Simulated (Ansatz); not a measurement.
**SiH2ClO (SMILES O[SiH]Cl): methods side by side**

The species is SiH2ClO (5 atoms), meant as a doublet with charge 0. SMILES: `O[SiH]Cl`. The coordinates come from a PBE0-D4/def2-TZVP relaxation. This is one conformer, not always the lowest.

```tsv
atom	x (Å)	y (Å)	z (Å)
O	-0.8061	-0.4320	-0.7465
Si	-0.0923	0.4798	0.4140
Cl	1.6066	-0.4408	1.1436
H	-1.0241	-1.3432	-0.5400
H	0.3160	1.7363	-0.2711
```

Quantity: the energy change with the Si2–H5 bond stretched from 1.488 to 2.232 Å, in eV. The values are calculated.

```
            level                    kind  program  value (eV)  less FCI/STO-3G  CPU time (all runs)
       UHF/STO-3G            Hartree–Fock   Ansatz        2.56            +0.23               0.61 s
    USVWN5/STO-3G                     LDA   Ansatz        2.36            +0.03                2.5 s
     UBLYP/STO-3G                     GGA   Ansatz        2.11            -0.22                4.1 s
  U-r2SCAN/STO-3G                meta-GGA   Ansatz        2.36            +0.03                 13 s
    UB3LYP/STO-3G           global hybrid   Ansatz        2.36            +0.03                5.2 s
   U-wB97X/STO-3G  range-separated hybrid   Ansatz        2.71            +0.38                 24 s
UCAM-B3LYP/STO-3G  range-separated hybrid   Ansatz        2.54            +0.21                5.9 s
  UCCSD(T)/STO-3G   coupled cluster or CI   Ansatz        2.35            +0.02               0.75 s
   UCCSDTQ/STO-3G   coupled cluster or CI   Ansatz        2.33             0.00              3.2 min
       FCI/STO-3G      exact in the basis   Ansatz        2.33             0.00                 34 s
```

FCI/STO-3G is exact within its basis and frozen core, so for wave-function methods in that basis the difference is their error; functionals converge differently with the basis, so for them it is only a difference. The first shape isn't each level's own minimum. The values span 2.11 to 2.71 eV. Spin contamination of the reference (⟨S²⟩ at least 0.1 too high) touches UHF/STO-3G, UCCSD(T)/STO-3G, UCCSDTQ/STO-3G. All rows use very small basis sets, so even the best lies far from the true value. CPU times are rough (shared hosts, several kinds of processor): they show what a rung costs within a factor of a few.
